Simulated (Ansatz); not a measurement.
hcp Hf was calculated with PBE-D3(BJ) in Ansatz (plane waves, PAW).

Run with plane-wave cutoff 520 eV, 18×18×12 k mesh (along the axes of the cell as run), Fermi–Dirac smearing 0.05 eV, scalar-relativistic PAW data made under PBE.

Response to compression and expansion:

Shape and atoms are relaxed at each volume.

```json
[
 {"V (Å³/atom)": "20.969", "P (GPa)": "4.90", "c (Å)": "4.958", "a (Å)": "3.125"},
 {"V (Å³/atom)": "21.406", "P (GPa)": "2.34", "c (Å)": "4.989", "a (Å)": "3.148"},
 {"V (Å³/atom)": "21.843", "P (GPa)": "0.00", "c (Å)": "5.019", "a (Å)": "3.170"},
 {"V (Å³/atom)": "22.280", "P (GPa)": "-2.14", "c (Å)": "5.050", "a (Å)": "3.192"},
 {"V (Å³/atom)": "22.717", "P (GPa)": "-4.11", "c (Å)": "5.080", "a (Å)": "3.214"}
]
```

Note: the bulk modulus comes from volumes at which shape and atoms were relaxed.

Ansatz is a quantum-chemistry and plane-wave program.
